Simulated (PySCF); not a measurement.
**PF⁻ at UHF-CCSD(T)**

Level: UHF-CCSD(T). basis P def2-TZVPPD, F def2-TZVPPD; no relativity; PySCF 2.14.

For PF⁻, the state is ²Π (doublet), unpaired electrons π ↑, the bond length is 0.1714 nm and the harmonic wavenumber is 628 cm⁻¹. The force constant is 2.74 mdyn/Å and the rotational constant Be is 0.4873 cm⁻¹. The anharmonicity ωexe is 4.52 cm⁻¹. The vibration–rotation constant αe is 0.00511 cm⁻¹ and the well depth De to P + F⁻ is 1.62 eV. The dissociation energy D0 is 1.58 eV.

Correlated steps freeze 6 core orbitals. For an ion De counts to the pair picked by the measured ionisation energies or electron affinities, which need not be the lowest pair at this level. The state is the lowest determinant that a PBE0 search found; another state may lie lower at other levels.
